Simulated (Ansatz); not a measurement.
**A ladder of methods for BSiH4 (SMILES B[SiH2])**

BSiH4: 6 atoms, total charge 0, spin state doublet. As SMILES, `B[SiH2]`. Geometry: relaxed at GFN2-xTB.

Quantity: the vertical energy of the quartet above the doublet, in eV. The values are calculated.

```tsv
level	kind	program	value (eV)	less CCSDT/STO-3G	CPU time (all runs)
UPBE/STO-3G	GGA	Ansatz	6.90	+0.01	5.3 s
U-r2SCAN/STO-3G	meta-GGA	Ansatz	6.81	-0.08	13 s
U-r2SCAN0/STO-3G	hybrid meta-GGA	Ansatz	6.83	-0.06	15 s
U-wB97X/STO-3G	range-separated hybrid	Ansatz	7.03	+0.14	30 s
UHSE06/STO-3G	range-separated hybrid	Ansatz	6.95	+0.06	8.4 s
UB2PLYP/STO-3G	double hybrid	Ansatz	7.09	+0.20	7.7 s
RPA@PBE/STO-3G	RPA	Ansatz	7.07	+0.18	7.1 s
UMP2/STO-3G	perturbation theory	Ansatz	6.93	+0.04	0.39 s
UCCSD/STO-3G	coupled cluster or CI	Ansatz	6.88	-0.01	0.67 s
UCCSDT/STO-3G	coupled cluster or CI	Ansatz	6.89	0.00	3.1 s
```

Differences are taken from UCCSDT/STO-3G for orientation; it has basis-set and higher-order errors of its own. The values span 6.81 to 7.09 eV. All rows use very small basis sets, so even the best lies far from the true value. Times are those of the runs behind each value, whatever else they computed, on shared processors of several kinds: orders of magnitude only.
